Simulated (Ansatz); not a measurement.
This Ansatz (a first-principles code) input (PBE0/6-311+G**) gives -1.16816 Eh with 12 basis functions. A basis named .json is the Basis Set Exchange file of that set (core-valence sets with the plain set on hydrogen).

Ansatz 0.2 input:
```yaml
crystal:
  periodic: [false, false, false]
  atoms:
    - {symbol: H, position_ang: [-0.00000000, -0.00000000, -0.37201156]}
    - {symbol: H, position_ang: [0.00000000, 0.00000000, 0.37201156]}
basis:
  gaussian:
    orbitals: 6-311+G__.json
hamiltonian:
  xc: {name: PBE0}
magnetization: {spin_polarized: false}
```

Change:
```diff
- orbitals: 6-311+G__.json
+ orbitals: 6-311++G_2d_2p_.json
```

Question: What does the run give now?

Answer: -1.16849 Eh (PBE0/6-311++G(2d,2p), 20 functions), a change of -0.33 mEh.
